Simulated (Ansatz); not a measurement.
# SiH₄O (singlet): wave-function methods side by side at distance O1–H3 along a hydrogen transfer = 0.892 Å, cc-pVDZ

One table from this session's results is given with a row withheld; the runs are named, their logs left out.

Computed with Ansatz 0.2.0, Gaussian basis. Level: cc-pVDZ, core rule «outside noble gas», up to 6 orbitals frozen.

To be run: UHF; CCSD(T) on RHF; CCSD(T) on UHF; BCCD(T) on RHF; CISD; CCSDT(Q) on RHF; CCSDT(Q) on UHF; CASSCF and MRCISD+Q, 2 electrons in 2 orbitals; CASSCF and NEVPT2, 2 electrons in 2 orbitals.

8 further runs of the same task are left out: 1 for a mislabelled method, 6 that didn't finish, 1 set aside as unsound or not needed.

## The geometry

The geometry derives from fragments relaxed apart (PBE0/def2-TZVP) and kept rigid, so it is no stationary point. A hydrogen atom is moved between rigid fragments.

6 atoms, charge 0, spin multiplicity 1.

Atoms are counted from 1 here; the program's logs count them from 0.

Bond lengths: O1–H2 0.960 Å, O1–H3 0.892 Å, Si4–H5 1.526 Å, Si4–H6 1.526 Å. Angles: H2–O1–H3 105.1°, H5–Si4–H6 91.2°.

Set-up of the first run:

File in.yaml:

```yaml
crystal:
  periodic: [false, false, false]
  atoms:
    - {symbol: O, position_ang: [-1.985952, 0.017219, 0.000000]}
    - {symbol: H, position_ang: [-2.235261, 0.943795, 0.000000]}
    - {symbol: H, position_ang: [-1.093952, 0.017219, 0.000000]}
    - {symbol: Si, position_ang: [1.126048, 0.017219, 0.000000]}
    - {symbol: H, position_ang: [1.738228, -0.857065, 1.090012]}
    - {symbol: H, position_ang: [1.738228, -0.857065, -1.090012]}
basis:
  gaussian: {orbitals: cc-pVDZ}
magnetization: {spin_polarized: true, initial_magnetization: 0}
hamiltonian: {xc: hf}
output: {orbitals: {seedname: orbitals}}
```

On the command line:

```sh
$ ansatz run in.yaml --threads 1 --pin off --events-out ev --progress --plain --max-ram 2393MiB
```

Among the steps run: UHF; CCSD(T) on RHF; CCSD(T) on UHF; BCCD(T) on RHF; CISD; CCSDT(Q) on RHF; CCSDT(Q) on UHF; CASSCF and MRCISD+Q, 2 electrons in 2 orbitals; CASSCF and NEVPT2, 2 electrons in 2 orbitals.

One table of the session follows, with a row left open; its other results are not shown here.

It belongs to the step «Misses and costs». 

```
       method  from RCCSDT(Q) (kJ/mol)
          RHF                   +883.4
          UHF                   +876.3
         RMP2                   +115.5
         UMP2                   +129.1
         CISD                    +99.6
        RCCSD                    +19.1
        UCCSD                    +20.1
     RCCSD(T)                     +3.6
     UCCSD(T)                     +4.4
      BCCD(T)                     +3.6
       RCCSDT                     +1.5
       UCCSDT                     +1.6
    RCCSDT(Q)                        0
    UCCSDT(Q)                      0.0
  CASSCF pair                   +831.8
  NEVPT2 pair                        ?
  MRCISD pair                    +83.6
MRCISD+Q pair                    +11.3
```

Q: Estimate the row for NEVPT2 pair from the others.

**Answer.** from RCCSDT(Q) (kJ/mol): +108.9. In the column «from RCCSDT(Q) (kJ/mol)» it lies between CISD (+99.6) and RMP2 (+115.5).

To keep in mind: Restricted and unrestricted rows rest on different reference determinants; where their highest levels disagree by more than a few hundredths of an eV, they describe different states and don't form one ladder.
